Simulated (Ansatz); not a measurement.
Relaxation of Al2H3⁺ with RKS PBE-D4/def2-TZVP.

```sh
$ ansatz run in.yaml --threads 2 --pin off --events-out ev --progress --plain --max-ram 4352MiB
```

```yaml
crystal:
  periodic: [false, false, false]
  atoms:
    - {symbol: Al, position_ang: [0.088860, -1.444160, 0.504690]}
    - {symbol: Al, position_ang: [-0.074310, 1.009050, -0.345820]}
    - {symbol: H, position_ang: [-1.369170, 1.819520, -0.045770]}
    - {symbol: H, position_ang: [0.190440, -2.914170, 1.019410]}
    - {symbol: H, position_ang: [1.164180, 1.529750, -1.132500]}
basis:
  gaussian: {orbitals: def2-TZVP}
total_charge: 1
hamiltonian: {xc: pbe, dispersion: d4}
scf: {omitted_lower_state_checks: [starts]}
output: {orbitals: {seedname: orbitals}}
relax: {f_tol: 0.02, max_steps: 100}
```

It took 2.3 s on 2 threads of Intel Xeon Platinum 8488C on a shared host.

Positions (Å) and forces (eV/Å) at steps 1, 2, 4 of 4:

```xyz
5
step=1 energy=-13226.7314 eV
Al    0.089   -1.444    0.505   -0.023   -0.068    0.042
Al   -0.074    1.009   -0.346   -0.015    0.519   -0.201
H    -1.369    1.820   -0.046   -0.368   -0.030    0.189
H     0.190   -2.914    1.019    0.031   -0.336    0.111
H     1.164    1.530   -1.133    0.375   -0.086   -0.141
5
step=2 energy=-13226.8001 eV
Al    0.077   -1.460    0.519   -0.001    0.178   -0.068
Al   -0.071    1.100   -0.385   -0.035    0.028    0.008
H    -1.440    1.795   -0.002    0.056   -0.057   -0.006
H     0.193   -2.951    1.031    0.001   -0.116    0.044
H     1.241    1.515   -1.162   -0.021   -0.033    0.022
5
step=4 energy=-13226.8020 eV
Al    0.085   -1.444    0.510    0.003   -0.003   -0.001
Al   -0.067    1.102   -0.388   -0.001    0.001    0.002
H    -1.440    1.770    0.007   -0.001    0.000    0.000
H     0.179   -2.943    1.034   -0.002    0.001    0.001
H     1.244    1.514   -1.163    0.001    0.000   -0.001
```

The structure comes from a short search, and lower isomers may exist.
